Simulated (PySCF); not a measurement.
# Vibration and rotation of BCl

RHF-CCSD(T) constants of BCl, ¹Σ⁺ (singlet), closed shell (PySCF, no relativity, basis sets B cc-pVDZ, Cl cc-pV(D+d)Z; masses 11.0093 and 34.9689 u):

- ωe: 851.0 cm⁻¹
- ωexe: 5.39 cm⁻¹
- Be: 0.66471 cm⁻¹
- αe: 0.00628 cm⁻¹
- D (centrifugal): 1.62e-06 cm⁻¹
- De to B + Cl: 4.94 eV

(1) Estimate the standard entropy (1 bar) and heat capacity of the ideal gas at 298.15 K, rigid rotor with B0 and harmonic oscillator at the fundamental.

Correlated steps freeze 6 core orbitals. Correlated levels converge slowly with the basis: in double zeta they bind strong bonds too weakly, by up to about 1 eV, and carry superposition errors of some tenths. Where the molecule has an RHF reference, its open-shell atoms are computed with UHF.

Answers

(1) Translation (Sackur–Tetrode, M = 45.98 u): 156.6 J/(mol K). Rotation: q = kT/(σB0) = 313 with σ = 1, 56.1. Vibration: x = hcν0/kT = 4.05, 0.74. S° = 213.4 J/(mol K); Cp = 7R/2 + 2.45 = 31.6 J/(mol K).
